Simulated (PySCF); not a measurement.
Computational details: geometry from GFN2-xTB, σ from GIAO-PBE0/pcSseg-1, in PySCF (single conformer, no solvent, rapidly exchanging positions averaged, non-relativistic Hamiltonian).

Scale: 1H (σ = 31.72 ppm) and 13C (σ = 186.93 ppm) against TMS (reference shieldings calculated alike). Shifts are as computed. Against solution values, carbons near 30 ppm lie about +3 ppm off and those near 130 ppm about +5 ppm; carbons on Cl a further +6 ppm. Of 1211 compounds with measured shifts, 218 miss one by over three times the rms of a fit or turn the order of signals round; such compounds aren't used in these exercises. Carbons bonded to Cl come out too deshielded. OH and NH positions are gas-phase values without hydrogen bonding to other molecules.

Question: Order these molecules by the shift of their most shielded carbon, lowest δ first.
A. C#C[C@@H](C#N)C1CNC1
B. C=C[C@](F)([SiH3])[SiH2]C#N
C. CC/C(=C/[SiH3])C(=O)Cl
D. O=C1C=CC(=O)c2ccccc21
E. [H]/N=C\c1cccc(N)c1

Answer: C (18.9 ppm, methyl carbon), A (26.5 ppm, sp3 CH α to a nitrile), B (98.4 ppm, allylic fully substituted sp3 carbon bonded to F and 2 Si), E (115.6 ppm, aromatic CH), D (133.5 ppm, aromatic CH).

Question: Order these molecules by the shift of their most shielded carbon-bound hydrogen, lowest δ first.
A. C#C[C@@H](C#N)C1CNC1
B. [H]/N=C\c1cccc(N)c1
C. CC/C(=C/[SiH3])C(=O)Cl
D. O=C1C=CC(=O)c2ccccc21
E. [H]/N=C\[C@H]([SiH3])C#C[SiH2]F
F. C=C[C@](F)([SiH3])[SiH2]C#N

Answer: C (1.28 ppm, hydrogen on a methyl carbon), A (1.64 ppm, hydrogen on a terminal alkyne carbon), E (3.05 ppm, hydrogen on a propargylic sp3 CH bonded to Si), F (5.59 ppm, hydrogen on a terminal =CH2 carbon), B (6.63 ppm, hydrogen on an aromatic CH), D (7.10 ppm, hydrogen on a β carbon of a C=C–C=O unit).

Question: How many 13C and 1H signals does each give (equivalence by symmetry and fast rotation, but not about amide C–N or C=N bonds)? `O=C1C=CC(=O)c2ccccc21`, `CCC/C(C#N)=C\C#N`, `[H]/N=C\[C@H]([SiH3])C#C[SiH2]F`, `C=C[C@](F)([SiH3])[SiH2]C#N`, `CC/C(=C/[SiH3])C(=O)Cl`, `[H]/N=C\c1cccc(N)c1`, `C#C[C@@H](C#N)C1CNC1`

Answer: O=C1C=CC(=O)c2ccccc21: 5 C, 3 H; CCC/C(C#N)=C\C#N: 7 C, 4 H; [H]/N=C\[C@H]([SiH3])C#C[SiH2]F: 4 C, 6 H; C=C[C@](F)([SiH3])[SiH2]C#N: 4 C, 6 H; CC/C(=C/[SiH3])C(=O)Cl: 5 C, 4 H; [H]/N=C\c1cccc(N)c1: 7 C, 7 H; C#C[C@@H](C#N)C1CNC1: 7 C, 8 H.
